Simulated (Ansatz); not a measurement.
# fcc Ir

Calculation: rVV10 (Ansatz, a first-principles code, PAW).

Numerical settings: plane-wave cutoff 500 eV, 32×32×32 k mesh, Fermi–Dirac smearing 0.1 eV, no spin polarisation, scalar-relativistic PAW data made under PBE.

Cell (relaxed at this level):

```cif
data_Ir4
_chemical_formula_sum 'Ir4'
_space_group_name_H-M_alt 'Fm-3m'
_space_group_IT_number 225
_space_group_name_Hall '-F 4 2 3'
_cell_length_a 3.90861
_cell_length_b 3.90861
_cell_length_c 3.90861
_cell_angle_alpha 90.000
_cell_angle_beta 90.000
_cell_angle_gamma 90.000
loop_
_atom_site_label
_atom_site_type_symbol
_atom_site_symmetry_multiplicity
_atom_site_Wyckoff_symbol
_atom_site_fract_x
_atom_site_fract_y
_atom_site_fract_z
_atom_site_occupancy
Ir1 Ir 4 a 0.00000 0.00000 0.00000 1
```
(The calculation used a cell of 1 atom; values per cell refer to that cell.)

```
Item                                    Value
------------------------------  -------------
volume per atom                 14.93 Å³/atom
equilibrium lattice constant a        3.909 Å
```

Measured, for comparison: equilibrium volume per atom 14.06 Å³/atom, lattice constant a 3.831 Å (static lattice: zero-point anharmonic expansion removed; as tabulated in Mejia-Rodriguez and Trickey (2018), arXiv:1807.09216). Computed (rounded) less measured: equilibrium volume per atom +6.2 %, lattice constant a +2.0 %.

Spin–orbit coupling is not included.

The computed numbers hold no vibrational or temperature effects.
